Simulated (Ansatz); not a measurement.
# CH2, triplet in cc-pVDZ: errors against full CI

Geometry: a point of a breathe scan, not a stationary point.

```yaml
atoms:
  - { symbol: C, position_ang: [0.0000, -0.0882, 0.0000] }
  - { symbol: H, position_ang: [0.0000, 0.5253, -1.4743] }
  - { symbol: H, position_ang: [0.0000, 0.5253, 1.4743] }
```

Basis cc-pVDZ; Ansatz 0.2.0. Correlated methods freeze the noble-gas cores, which leaves 6 electrons in 23 orbitals. R marks a restricted (for open shells ROHF) determinant, U an unrestricted one. Active spaces: valence = (6e, 6o) chosen from the atoms' valence shells.

Full CI is exact within this basis and frozen core; it isn't the basis-set limit. The frozen core follows each run's orbitals, which can shift R against U totals by a few meV.

For open shells CISD and CISDTQ are restricted-active-space CI with the open shells as a complete middle space.

* UHF ⟨S²⟩: 2.075
* T1 diagnostic (RCCSD): 0.0219
* largest doubles amplitude (RCCSD): 0.117
* T1 diagnostic (UCCSD): 0.0171

**Question.** From what is known of these methods and the diagnostics, rank them by the size of their error in total energy against full CI in cc-pVDZ, smallest first (an estimate: the text doesn't fix the numbers).
A. MRCISD+Q (valence space)
B. NEVPT2 (valence space)
C. UCCSD(T)
D. CISD
E. CISDTQ

**Answer.** E (4 meV), A (27 meV), C (46 meV), D (298 meV), B (459 meV).

All errors are against full CI in cc-pVDZ. Within each family the higher level lies nearer, as is usual though not guaranteed.

The full-CI state has the irrep B1 of C2v, in the program's axes.

Natural occupations of full CI about the gap: 1.933 1.883 0.989 0.989 0.094 0.064 0.009 0.007 0.006 0.005; effectively unpaired electrons, Σ n²(2−n)², 2.11.
